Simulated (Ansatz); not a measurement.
Basis-set extrapolation for `[BH2]` radical (PBE0-D4/def2-TZVP geometry, frozen core, the Gaussian-basis code of Ansatz). Multiplicity 2, UHF reference.

```
                     def2-TZVPP  def2-QZVPP
                 HF  -25.760789  -25.762178
    MP2 correlation   -0.082238   -0.087534
CCSD(T) correlation   -0.102724   -0.106808
```

Energies in hartree. Use E(X) = E(∞) + A·exp(−7.88·√X) for Hartree–Fock and E(X) = E(∞) + B·X^(−2.97) for correlation, with X = 3 and 4.

What is the CCSD(T) energy at the basis-set limit?

HF limit: -25.762178 + (-0.001389) × 0.13774 = -25.76237. Correlation limit: -0.106808 + (-0.004084) × 0.74074 = -0.10983. Total: -25.87220 hartree, 22.8 kJ/mol below CCSD(T)/def2-TZVPP.
